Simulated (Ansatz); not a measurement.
Reaction (substitution at a C–C bond): `C/C=C/CCl` + HCl → `Cl/C=C/CCl` + CH₄

Gas-phase electronic energies from Ansatz, PBE0-D4/def2-TZVP geometries. CBS: MP2 limit from def2 TZ/QZ plus the TZ coupled-cluster correction, frozen cores. This one scheme is used for every species. Double bonds are as drawn, so ΔE can hold a change between cis and trans. DFT in def2-TZVPP. One conformer a species, not always the lowest.

```csv
level,ΔE (eV)
PBE-D4,0.15
PBE0-D4,0.21
PBE,0.14
r2SCAN,0.17
PBE0,0.20
CCSD/def2-TZVPP,0.28
HF/def2-QZVPP,0.29
CCSD/CBS(def2),0.27
```

(1) What does CCSD(T)/CBS give? (An estimate is asked.)

Largest T1 diagnostic among the species: 0.010.

Results:

(1) The calculation gave: +0.24 eV. The listed levels differ from it by -0.09, -0.03, -0.10, -0.07, -0.04, 0.04, 0.05, 0.03 eV.

In def2-TZVPP, CCSD(T) changes the Hartree–Fock value by −0.04 eV (the triples alone add −0.03 eV) and MP2 by −0.06 eV. From PBE to PBE0 (25 % exact exchange), in def2-TZVPP and without D4, ΔE moves by +0.06 eV.
